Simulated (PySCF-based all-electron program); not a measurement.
**Forces on Al2H4, singlet in several shapes**

All-electron Kohn–Sham DFT on the free molecule, computed near the basis limit with an in-house program on PySCF integrals; the spin-free Dirac equation, no spin–orbit coupling, spin-restricted. Forces are good to about 0.004 eV/Å. In part, the step from PBE was taken on X2C orbitals. Atoms are numbered as listed.

Shape A:

| atom | x (Å) | y (Å) | z (Å) |
| --- | --- | --- | --- |
| Al | -0.0906 | -0.0174 | -1.4474 |
| Al | 0.0111 | -0.0250 | 1.2999 |
| H | 1.3056 | -0.0132 | -2.0566 |
| H | -1.3192 | -0.0169 | -2.3233 |
| H | 0.0523 | 1.3094 | 2.3385 |
| H | 0.0408 | -1.2370 | 2.1889 |

PBE forces:

```json
{"atom": "Al1", "Fx": "0.256", "Fy": "0.029", "Fz (eV/Å)": "2.079"}
{"atom": "Al2", "Fx": "-0.223", "Fy": "1.823", "Fz (eV/Å)": "-0.638"}
{"atom": "H3", "Fx": "0.960", "Fy": "-0.002", "Fz (eV/Å)": "-0.621"}
{"atom": "H4", "Fx": "-1.058", "Fy": "-0.002", "Fz (eV/Å)": "-0.749"}
{"atom": "H5", "Fx": "0.005", "Fy": "-0.464", "Fz (eV/Å)": "-0.733"}
{"atom": "H6", "Fx": "0.061", "Fy": "-1.384", "Fz (eV/Å)": "0.662"}
```

Problem. What forces does r2SCAN give in shape A?

Solution. The forces move by 0.122 eV/Å (r.m.s. over the atoms) from PBE.

| atom | Fx | Fy | Fz (eV/Å) |
| --- | --- | --- | --- |
| Al1 | 0.280 | 0.033 | 2.043 |
| Al2 | -0.231 | 1.837 | -0.523 |
| H3 | 0.836 | -0.003 | -0.583 |
| H4 | -0.949 | -0.003 | -0.676 |
| H5 | 0.003 | -0.576 | -0.837 |
| H6 | 0.061 | -1.289 | 0.577 |

Shape B:

```xyz
6

Al    0.0640    0.2026   -1.3932
Al   -0.0315    0.0456    1.3743
H     1.3261   -0.0984   -2.5043
H    -1.2339   -0.1065   -2.0385
H    -0.0796    1.4185    2.3888
H    -0.0452   -1.4617    2.1729
```

PBE forces:

| atom | Fx | Fy | Fz (eV/Å) |
| --- | --- | --- | --- |
| Al1 | 2.136 | -0.599 | 0.789 |
| Al2 | 0.212 | 0.231 | 0.347 |
| H3 | -0.562 | 0.448 | 0.818 |
| H4 | -1.750 | -0.103 | -0.821 |
| H5 | -0.012 | -0.857 | -0.601 |
| H6 | -0.025 | 0.880 | -0.531 |

Problem. What forces does r2SCAN give in shape B?

Solution. The forces move by 0.141 eV/Å (r.m.s. over the atoms) from PBE.

| atom | Fx | Fy | Fz (eV/Å) |
| --- | --- | --- | --- |
| Al1 | 2.127 | -0.701 | 0.713 |
| Al2 | 0.225 | 0.236 | 0.433 |
| H3 | -0.672 | 0.490 | 0.928 |
| H4 | -1.644 | -0.061 | -0.770 |
| H5 | -0.011 | -0.991 | -0.694 |
| H6 | -0.026 | 1.026 | -0.609 |
